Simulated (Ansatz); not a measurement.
Working through a rigid torsion scan of C₃H₄O₂, SMILES CC(O)=C=O

With the Ansatz DFT code, driven from Python.

The cells in order, each with its output:

```python
import warnings

import ansatz as az
from ase import Atoms
```

```python
warnings.simplefilter('ignore', az.DeckWarning)
```

```python
atoms = Atoms(['C', 'C', 'O', 'C', 'O', 'H', 'H', 'H', 'H'], positions=[
    [-0.5677, -0.8007, -0.2883],
    [0.2725, 0.355, 0.1284],
    [1.1672, 0.1008, 1.1115],
    [0.3387, 1.5771, -0.3579],
    [0.2368, 2.6443, -0.8248],
    [-1.305, -0.4242, -1.092],
    [0.0041, -1.5903, -0.6779],
    [-1.1735, -1.0957, 0.5392],
    [1.1154, -0.8125, 1.4447],
])
```

```python
# relax first, so that the scan starts from a minimum
first = az.Crystal.molecule_from_ase(atoms).calculation()
first = first.basis(gaussian='6-31G*')
first = first.functional('R2SCAN0')
first = first.relax(force_tolerance=0.02, max_steps=80)
atoms.positions = first.run(threads=1, backend='cpu').report['positions_ang']
```

```python
start = atoms.get_dihedral(0, 1, 2, 8)
energies = {}
for turn in range(0, 360, 30):
    turned = atoms.copy()
    turned.set_dihedral(0, 1, 2, 8, start + turn, indices=[2, 8])
    model = (
        az.Crystal.molecule_from_ase(turned).calculation()
        .basis(gaussian='6-31G*')
        .functional('R2SCAN0')
    )
    energies[round((start + turn) % 360)] = model.run(threads=1, backend='cpu').report['free_energy_ev']
floor = min(energies.values())
print('dihedral C0-C1-O2-H8 (deg)   E - E(min) (eV)')
for angle, e in sorted(energies.items()):
    print(f'{angle:8d} {(e - floor):14.3f}  ' + '#' * int(30 * (e - floor) / max(max(energies.values()) - floor, 1e-9)))
```

    dihedral C0-C1-O2-H8 (deg)   E - E(min) (eV)
          21          0.133  #########################
          51          0.043  ########
          81          0.000
         111          0.035  ######
         141          0.107  ####################
         171          0.157  ##############################
         201          0.156  #############################
         231          0.105  ####################
         261          0.041  #######
         291          0.024  ####
         321          0.083  ###############
         351          0.156  #############################

The lowest point is at 81° and the highest at 171°, 0.157 eV (15.1 kJ/mol) above it, with the rest of the molecule held.

The scan is rigid and the energies are electronic, in a modest basis. With rigid groups the curve can differ much from the relaxed path, the start wasn't checked as a minimum of this torsion, and equivalent turns needn't return to the same energy. The whole script took 2.6 min on 1 thread of Arm Neoverse V1, with other jobs on the host, peak memory 0.25 GiB.
